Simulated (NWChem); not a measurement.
The numbers come from NWChem runs, not from measurements. System: OS, charge 0, spin multiplicity 3, at a geometry optimised with UPBE0/def2-SVP. The structure started from a generated list of species. Its SCF solution wasn't tested for a lower state. Level: UHF/3-21G.

Input file:

```
start mol
memory heap 200 mb stack 900 mb global 1100 mb
geometry units angstroms nocenter noautoz
  O      0.000000     0.000000     1.001183
  S      0.000000     0.000000    -0.500592
  symmetry group C2v
end
basis spherical
  * library 3-21g
end
scf
  uhf
  nopen 2
  maxiter 100
  thresh 1e-7
  semidirect memsize 60000000 filesize 0
  # guess.movecs holds the orbitals of an unrestricted PBE0 run
  vectors input guess.movecs output mol.movecs
end
task scf energy
```

Output (cleaned and shortened):

```
             Northwest Computational Chemistry Package (NWChem) 7.3.0
             --------------------------------------------------------

                                NWChem Input Module
                                -------------------

 Scaling coordinates for geometry "geometry" by  1.889725989
 (inverse scale =  0.529177249)

 Turning off AUTOSYM since
 SYMMETRY directive was detected!

                             Geometry "geometry" -> ""
                             -------------------------

 Output coordinates in angstroms (scale by  1.889725989 to convert to a.u.)

  No.       Tag          Charge          X              Y              Z
 ---- ---------------- ---------- -------------- -------------- --------------
    1 O                    8.0000     0.00000000     0.00000000     1.00118300
    2 S                   16.0000     0.00000000     0.00000000    -0.50059200

 Effective nuclear repulsion energy (a.u.)      45.1030865955

            Nuclear Dipole moment (a.u.)
            ----------------------------
        X                 Y               Z
 ---------------- ---------------- ----------------
     0.0000000000     0.0000000000    -0.0000151178

      Symmetry information
      --------------------

 Group name             C2v
 Group number             16
 Group order               4
 No. of unique centers     2

      Symmetry unique atoms

     1    2


 Summary of "ao basis" -> "" (spherical)
 ------------------------------------------------------------------------------
       Tag                 Description            Shells   Functions and Types
 ---------------- ------------------------------  ------  ---------------------
 *                           3-21g                    on all atoms

 Summary of "ao basis" -> "ao basis" (spherical)
 ------------------------------------------------------------------------------
       Tag                 Description            Shells   Functions and Types
 ---------------- ------------------------------  ------  ---------------------
 O                           3-21g                   5        9   3s2p
 S                           3-21g                   7       13   4s3p

                                 NWChem SCF Module
                                 -----------------

  ao basis        = "ao basis"
  functions       =    22
  atoms           =     2
  alpha electrons =    13
  beta  electrons =    11
  charge          =   0.00
  wavefunction    = UHF
  use symmetry    = T
  symmetry adapt  = T

 Summary of "ao basis" -> "ao basis" (spherical)
 ------------------------------------------------------------------------------
       Tag                 Description            Shells   Functions and Types
 ---------------- ------------------------------  ------  ---------------------
 O                           3-21g                   5        9   3s2p
 S                           3-21g                   7       13   4s3p

      Symmetry analysis of basis
      --------------------------

        a1         12
        a2          0
        b1          5
        b2          5

 Forming initial guess at       0.0s

   Symmetry analysis of molecular orbitals - initial alpha
   -------------------------------------------------------

  Numbering of irreducible representations:

     1 a1          2 a2          3 b1          4 b2

  Orbital symmetries:

     1 a1          2 a1          3 a1          4 a1          5 b1
     6 b2          7 a1          8 a1          9 b2         10 b1
[...]
    18      0.302968  2 S  pz                 5      0.246293  1 O  pz

 Vector   15  Occ=0.000000D+00  E= 5.418878D-01  Symmetry=a1
              MO Center= -1.1D-18, -9.9D-19, -5.3D-01, r^2= 2.3D+00
   Bfn.  Coefficient  Atom+Function         Bfn.  Coefficient  Atom+Function
  ----- ------------  ---------------      ----- ------------  ---------------
    15      1.856697  2 S  s                 19     -1.854659  2 S  s
    11     -0.363464  2 S  s                  6      0.342968  1 O  s

 Vector   16  Occ=0.000000D+00  E= 6.411014D-01  Symmetry=b1
              MO Center=  1.1D-18, -3.5D-47, -5.5D-01, r^2= 2.5D+00
   Bfn.  Coefficient  Atom+Function         Bfn.  Coefficient  Atom+Function
  ----- ------------  ---------------      ----- ------------  ---------------
    20     -1.238931  2 S  px                16      1.216615  2 S  px
    12     -0.334692  2 S  px

                     UHF Final Beta Molecular Orbital Analysis
                     -----------------------------------------

 Vector    9  Occ=1.000000D+00  E=-5.643728D-01  Symmetry=a1
              MO Center= -1.6D-16,  2.3D-15,  1.4D-01, r^2= 1.9D+00
   Bfn.  Coefficient  Atom+Function         Bfn.  Coefficient  Atom+Function
  ----- ------------  ---------------      ----- ------------  ---------------
     9      0.430122  1 O  pz                19      0.411564  2 S  s
    18     -0.394266  2 S  pz                 5      0.363549  1 O  pz
    14      0.191551  2 S  pz                 6      0.156431  1 O  s

 Vector   10  Occ=1.000000D+00  E=-4.688130D-01  Symmetry=b1
              MO Center=  1.0D-16,  1.8D-46,  3.0D-01, r^2= 1.5D+00
   Bfn.  Coefficient  Atom+Function         Bfn.  Coefficient  Atom+Function
  ----- ------------  ---------------      ----- ------------  ---------------
     7      0.422889  1 O  px                16      0.365592  2 S  px
    20      0.359092  2 S  px                 3      0.318993  1 O  px
    12     -0.179683  2 S  px

 Vector   11  Occ=1.000000D+00  E=-4.688130D-01  Symmetry=b2
              MO Center= -7.9D-46, -2.3D-15,  3.0D-01, r^2= 1.5D+00
   Bfn.  Coefficient  Atom+Function         Bfn.  Coefficient  Atom+Function
  ----- ------------  ---------------      ----- ------------  ---------------
     8      0.422889  1 O  py                17      0.365592  2 S  py
    21      0.359092  2 S  py                 4      0.318993  1 O  py
    13     -0.179683  2 S  py

 Vector   12  Occ=0.000000D+00  E= 5.533307D-02  Symmetry=b1
              MO Center=  5.4D-17, -2.3D-48,  1.6D-01, r^2= 1.8D+00
   Bfn.  Coefficient  Atom+Function         Bfn.  Coefficient  Atom+Function
  ----- ------------  ---------------      ----- ------------  ---------------
     7      0.570745  1 O  px                20     -0.540072  2 S  px
    16     -0.370790  2 S  px                 3      0.352421  1 O  px
    12      0.178959  2 S  px

 Vector   13  Occ=0.000000D+00  E= 5.533307D-02  Symmetry=b2
              MO Center= -8.6D-49,  2.7D-17,  1.6D-01, r^2= 1.8D+00
   Bfn.  Coefficient  Atom+Function         Bfn.  Coefficient  Atom+Function
  ----- ------------  ---------------      ----- ------------  ---------------
     8      0.570745  1 O  py                21     -0.540072  2 S  py
    17     -0.370790  2 S  py                 4      0.352421  1 O  py
    13      0.178959  2 S  py

 Vector   14  Occ=0.000000D+00  E= 2.321109D-01  Symmetry=a1
              MO Center=  4.5D-18, -3.5D-17, -2.4D-01, r^2= 2.5D+00
   Bfn.  Coefficient  Atom+Function         Bfn.  Coefficient  Atom+Function
  ----- ------------  ---------------      ----- ------------  ---------------
    22      1.171086  2 S  pz                 6     -0.971512  1 O  s
    19      0.733728  2 S  s                  9      0.559995  1 O  pz
     5      0.235096  1 O  pz                18      0.220066  2 S  pz

 center of mass
 --------------
 x =   0.00000000 y =   0.00000000 z =   0.00034943

 moments of inertia (a.u.)
 ------------------
          85.865280307341           0.000000000000           0.000000000000
           0.000000000000          85.865280307341           0.000000000000
           0.000000000000           0.000000000000           0.000000000000

  Mulliken analysis of the total density
  --------------------------------------

    Atom       Charge   Shell Charges
 -----------   ------   -------------------------------------------------------
    1 O    8     8.45   1.99  0.45  1.99  1.56  2.47
    2 S   16    15.55   2.00  1.97  5.89  1.07  2.27  0.85  1.51

  Mulliken analysis of the alpha density
  --------------------------------------

    Atom       Charge   Shell Charges
 -----------   ------   -------------------------------------------------------
    1 O    8     4.74   0.99  0.24  1.32  0.78  1.41
    2 S   16     8.26   1.00  0.98  2.95  0.55  1.43  0.43  0.92

   Mulliken analysis of the beta density
   -------------------------------------

    Atom       Charge   Shell Charges
 -----------   ------   -------------------------------------------------------
    1 O    8     3.71   0.99  0.21  0.67  0.78  1.06
    2 S   16     7.29   1.00  0.98  2.94  0.52  0.84  0.42  0.59

   Mulliken analysis of the spin density
   -------------------------------------

    Atom       Charge   Shell Charges
 -----------   ------   -------------------------------------------------------
    1 O    8     1.03   0.00  0.03  0.65  0.00  0.35
    2 S   16     0.97   0.00  0.00  0.02  0.03  0.59  0.01  0.33

       Multipole analysis of the density wrt the origin
       ------------------------------------------------

     L   x y z        total         alpha         beta         nuclear
     -   - - -        -----         -----         ----         -------
     0   0 0 0     -0.000000    -13.000000    -11.000000     24.000000

     1   1 0 0      0.000000     -0.000000      0.000000      0.000000
     1   0 1 0      0.000000      0.000000      0.000000      0.000000
     1   0 0 1     -0.530708     -0.669599      0.138906     -0.000015

     2   2 0 0    -13.171309     -7.762418     -5.408890      0.000000
     2   1 1 0     -0.000000     -0.000000     -0.000000      0.000000
     2   1 0 1     -0.000000     -0.000000     -0.000000      0.000000
     2   0 2 0    -13.171309     -7.762418     -5.408890      0.000000
     2   0 1 1     -0.000000     -0.000000     -0.000000      0.000000
     2   0 0 2    -14.122214    -31.491866    -25.584598     42.954250

 Task  times  cpu:        0.1s     wall:        0.1s

 Total times  cpu:        0.1s     wall:        0.1s
```
